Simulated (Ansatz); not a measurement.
System: zinc-blende MgTe (metastable phase). Method: PBE in Ansatz (PAW).

The same calculation (at the measured cell, 33.076 Å³/atom) with different numerical settings:

```tsv
run	k mesh	TO(Γ) frequency (cm⁻¹)
1	4×4×4	244.0
2	6×6×6	244.2
3	8×8×8	244.2
4	12×12×12	244.2
5	16×16×16	244.2
6	20×20×20	244.2
```

In the column zone-centre TO phonon frequency the first row differs from the last by -0.2 and the next to last by 0.0.

The last row is no converged limit: other settings stay fixed.

Ansatz is a program for electronic structure.
